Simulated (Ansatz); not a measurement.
# AlBH (doublet): RPA-PBE over a scan of the distance Al2–H3, 6-31G

How well do these functionals follow the top wave-function level for AlBH (doublet) over a scan of the distance Al2–H3?

Computed with Ansatz 0.2.0, Gaussian basis. Level: 6-31G, all electrons in the functionals, frozen cores in the correlation of double hybrids and RPA.

To be run: RPA-PBE, at 1.305 Å; 1.435 Å; 1.601 Å; 1.792 Å; 1.994 Å; 2.161 Å; 2.606 Å; 3.019 Å; 3.467 Å; 4.336 Å; 5.429 Å.

22 further runs of the same task are left out: 4 for a known fault of the program, 13 that didn't finish, 5 set aside as unsound or not needed.

### 1 The system

The geometry derives from a PBE0/def2-TZVP stationary point (not a proven minimum). One bond is set to the value named and the two fragments are kept rigid.

3 atoms, charge 0, spin multiplicity 2.

Atoms are counted from 1 here; the program's logs count them from 0.

Bond lengths: B1–Al2 2.077 Å, Al2–H3 1.601 Å. Angles: B1–Al2–H3 125.0°.

Geometry (Å):

```xyz
3
charge 0, multiplicity 2
B     0.00000   -0.13880    1.51592
Al    0.00000    0.09681   -0.54733
H     0.00000   -1.10266   -1.60815
```

No dispersion term is added.

The geometry shown and the zero of energy belong to the point 1.601 Å. The yardstick, FCI, and other wave-function levels (R restricted, U unrestricted, valence and pair active spaces) come from earlier runs.

### 2 RPA-PBE, 1.305 Å

in.yaml

```yaml
crystal:
  periodic: [false, false, false]
  atoms:
    - {symbol: B, position_ang: [0.000000, -0.144564, 1.510823]}
    - {symbol: Al, position_ang: [0.000000, 0.091041, -0.552426]}
    - {symbol: H, position_ang: [0.000000, -0.886501, -1.416970]}
basis:
  gaussian: {orbitals: 6-31G}
magnetization: {spin_polarized: true, initial_magnetization: 1}
hamiltonian: {xc: {name: PBE}}
correlation: {method: rpa, electrons: outside_noble_gas}
```

Run with:

```
ansatz run in.yaml --threads 1 --pin off --events-out ev --progress --plain --max-ram 2393MiB
```

The runs that follow: RPA-PBE, 1.435 Å; RPA-PBE, 1.601 Å; RPA-PBE, 1.792 Å; RPA-PBE, 1.994 Å; RPA-PBE, 2.161 Å; RPA-PBE, 2.606 Å; RPA-PBE, 3.019 Å; RPA-PBE, 3.467 Å; RPA-PBE, 4.336 Å; RPA-PBE, 5.429 Å.

Q: Predict the results of all the runs planned. Wanted: span of the FCI curve; largest miss, RPA-PBE.

As calculated:

| quantity | value |
| --- | --- |
| span of the FCI curve | 1.793 eV |
| largest miss, RPA-PBE | -0.129 eV (5.429 Å) |

What this shows: RPA-PBE strays by up to 0.129 eV, at 5.429 Å. RPA-PBE clearly breaks the spin symmetry at some points (⟨S²⟩ up to 1.06 above the pure value), so energy there is bought with a mixed spin. Functionals and the yardstick converge differently with the basis, so part of each miss in 6-31G is the basis.
